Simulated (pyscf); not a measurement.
PySCF, gas phase, ωB97X-D3(BJ)/def2-SVP geometries.

SMILES: [F][GeH2][GeH2][F]
```xyz
8

F     -1.3660    -0.4540    -2.4916
Ge    -0.2109     0.6522    -1.7713
Ge    -0.0167    -0.0783     0.5125
F      1.1289     1.0383     1.2322
H     -0.8060     2.0587    -1.9114
H      1.0903     0.5056    -2.5698
H     -1.3200     0.0584     1.3093
H      0.5904    -1.4794     0.6555
```
Charge 0, spin multiplicity 1.

**Question.** What are the homolytic bond dissociation enthalpies (298 K) of F–GeH₂–GeH₂–F at ωB97M-D3(BJ)/def2-TZVP, weakest first?

**Answer.** Ge–Ge to F–GeH₂• + F–GeH₂•: 2.85 eV; Ge–H to F–GeH•–GeH₂–F + H•: 3.51 eV; F–Ge to F• + F–GeH₂–GeH₂•: 5.24 eV. Ring and multiple bonds, and those that leave no two simple radicals, are not listed. F–GeH₂–GeH₂–F lies 0.26 eV over its isomer F–GeH(F)–GeH₃, and others may lie lower still (electronic energy, ωB97M-D3(BJ)). F–GeH•–GeH₂–F lies 0.39 eV over its isomer F–Ge•(F)–GeH₃, and others may lie lower still (electronic energy, ωB97M-D3(BJ)). Other isomers of F–GeH₂–GeH₂• were not searched in full and may lie lower. Left out: the spin-orbit lowering of F. Elements up to Kr have no core potential and no relativistic terms here.
